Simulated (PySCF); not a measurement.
**Electric properties by functional and basis**

Compound: thiohydroxylamine, H3NS.
Geometry (PBE0-D3(BJ)/def2-SVP, Å), atoms numbered from 1 in this order:
```xyz
5
H3NS angstrom
N     -0.527    0.146    0.124
S      0.962   -0.466   -0.464
H     -1.157   -0.613    0.372
H     -0.973    0.740   -0.571
H      1.770    0.081    0.477
```

PySCF, dipoles from the SCF density, polarisabilities from static response with core orbitals frozen. The structure is a single PBE0-D3(BJ)/def2-SVP conformer in the gas phase; no vibrational or solvent corrections.

The anisotropy is √(½[(α1 − α2)² + (α2 − α3)² + (α3 − α1)²]).

```tsv
level	μ (D)	α (Å³)	anisotropy (Å³)
LDA/def2-SVPD	1.125	5.04	1.23
PBE/def2-SVPD	1.135	5.00	1.23
B3LYP/def2-SVPD	1.076	4.88	1.23
PBE0/def2-SVPD	1.101	4.81	1.22
BHandHLYP/def2-SVPD	1.044	4.71	1.22
CAM-B3LYP/def2-SVPD	1.041	4.80	1.20
wB97X-D/def2-SVPD	1.079	4.77	1.20
LC-wPBE/def2-SVPD	1.039	4.65	1.16
HF/def2-SVPD	1.046	4.57	1.21
PBE0/6-31G*	1.175	3.23	1.55
PBE0/def2-SVP	0.958	3.18	1.67
PBE0/def2-TZVP	1.115	3.90	1.66
```

The dipole runs from 0.96 D (PBE0/def2-SVP) to 1.18 D (PBE0/6-31G*). No reference polarisability is at hand; against PBE0 in the largest diffuse basis at hand (def2-SVPD) the other PBE0 rows deviate by 6-31G* -33%, def2-SVP -34%, def2-TZVP -19%. In one basis (def2-SVPD) the functionals order the polarisability from HF (lowest) to LDA (highest), a spread of 10%. With PBE0 the polarisability is 3.44 Å³ without diffuse functions (mean of 6-31G*, def2-SVP and def2-TZVP) and 4.81 Å³ with them (def2-SVPD).
